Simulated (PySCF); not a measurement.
Compound: Si3H8.
Numbering: `[SiH3:1][SiH2:2][SiH3:3]` (hydrogens: H4, H5, H6 on Si1; H7, H8 on Si2; H9, H10, H11 on Si3)

Level: PBE0/def2-SVPD in PySCF, non-relativistic, on one gas-phase PBE0-D3(BJ)/def2-SVP geometry that isn't relaxed in the solvent. The solvent is an IEF-PCM continuum (cavity from Bondi-type radii × 1.2). Only the electrostatic response of the medium enters.

Gas phase at PBE0/def2-SVPD: HOMO -8.04 eV, LUMO -0.22 eV, dipole 0.08 D.

Q: What does the continuum do to the energy, the frontier levels and the dipole at PBE0/def2-SVPD in chloroform and acetone?

A: 
```tsv
solvent	ε	E(solvent) − E(gas) (kJ/mol)	polarisation term (kJ/mol)	distortion of the solute (kJ/mol)	HOMO (eV)	LUMO (eV)	dipole (D)
chloroform	4.711	-0.67	-0.70	0.03	-7.93	-0.10	0.10
acetone	20.49	-0.89	-0.94	0.05	-7.91	-0.08	0.10
```

The polarisation term is half the interaction of the solute with the surface charges that it induces; the rest is the cost of distorting the solute's density. The sum is the electrostatic part of solvation alone.

Q: How does the static polarisability (PBE0/def2-SVPD, frozen core, with the continuum's full static response) change?

A: 
```
    medium  isotropic (au)  principal values (au)  ⟨r²⟩ of the electrons (bohr²)
       gas            93.8      78.8, 88.3, 114.4                          737.7
chloroform           119.2    101.7, 113.7, 142.1                          738.0
   acetone           129.9    112.8, 124.8, 152.1                          738.1
```

The isotropic value in acetone is 1.38 times the gas-phase one; no cavity-field correction is applied. ⟨r²⟩ is taken about the centre of nuclear charge.

On one thread, Intel Xeon Platinum 8488C (x86_64), no GPU, on a shared host, this took 6.9 s of wall time and 0.60 GiB of memory at its peak. This is the whole response run at PBE0/def2-SVPD in acetone, SCF included.
